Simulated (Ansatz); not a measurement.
Basis-set extrapolation for H3NO (`NO`) (PBE0-D4/def2-TZVP geometry, frozen core, Ansatz 0.2.0). Multiplicity 1, RHF reference.

```tsv
	def2-TZVPP	def2-QZVPP
HF	-131.049058	-131.055468
MP2 correlation	-0.464503	-0.500453
CCSD(T) correlation	-0.494571	-0.527801
```

Energies in hartree. Use E(X) = E(∞) + A·exp(−7.88·√X) for Hartree–Fock and E(X) = E(∞) + B·X^(−2.97) for correlation, with X = 3 and 4.

Q: What is the CCSD(T) energy at the basis-set limit?

A: HF limit: -131.055468 + (-0.006410) × 0.13774 = -131.05635. Correlation limit: -0.527801 + (-0.033230) × 0.74074 = -0.55242. Total: -131.60877 hartree, 171.0 kJ/mol below CCSD(T)/def2-TZVPP.
